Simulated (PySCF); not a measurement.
Work out the structure from these simulated measurements.

Formula: C3HO2S; charge -1.

* UV, strongest line: among the 10 lowest singlet transitions: S9 at 5.65 eV (219 nm, f = 0.156) [TDDFT PBE0/def2-SVPD]
* Triplet: lowest triplet excitation (Tamm–Dancoff): 2.23 eV [TDA PBE0/def2-SVPD]
* 13C NMR: chemical shifts (computed TMS as zero) by class: 242.3 (1 C), 148.9 (1 C), 62.8 (1 C) ppm [GIAO KT3/pcSseg-2]
* NMR, other nuclei: isotropic shieldings of nuclei other than C and H, by class: -56 (2 O), 353 (1 S) ppm [GIAO KT3/pcSseg-2]
* Rotational structure: rotational constants A, B, C: 9.940, 1.384, 1.228 GHz [PBE0-D3(BJ)/def2-SVP]
* Valence photoelectron: vertical electron detachment energy: 4.23 eV [ΔSCF PBE0/def2-SVPD]
* UV, first state: lowest singlet excitation: 2.56 eV (484 nm, f = 0.000) [TDDFT PBE0/def2-SVPD]

Electronic properties: PySCF, gas phase, density fitting. Levels stand in brackets. Isolated species at its PBE0-D3(BJ)/def2-SVP geometry, gas phase. The geometry's basis has no diffuse functions, a weakness for an anion. No diffuse functions stand in pcSseg-2, which bears on an anion's orbital energies. Each NMR value is the plain mean over a class of atoms that symmetry, rotation or inversion makes alike.

Question: Give a SMILES that accounts for the data.

Answer: Numbering: `[O:1]=[C:2]([O-:3])[CH:4]=[C:5]=[S:6]`. 3 carbons fall into 3 classes; from least to most shielded: central carbon of cumulated double bonds [C5] (242.3 ppm), carboxylate carbon [C2] (148.9 ppm), outer carbon of cumulated double bonds [C4] (62.8 ppm). The other shieldings belong to: -56 ppm, carboxylate oxygen [O1/O3]; 353 ppm, sulfur bonded to C [S6]. The first electron is taken from the HOMO, whose largest Löwdin shares are 0.35 on the sulfur bonded to C, 0.21 on the outer carbon of cumulated double bonds, 0.18 on the central carbon of cumulated double bonds and 0.12 on a carboxylate oxygen. The optimised geometry has point group C1 and is an asymmetric top. Structure: `O=C([O-])C=C=S`. The assignments are read from this structure; whether some other isomer fits the data as well wasn't checked.

Shape of the structure used: `[O:1]=[C:2]([O-:3])[CH:4]=[C:5]=[S:6]`: O1–C2–C4–C5 159°.
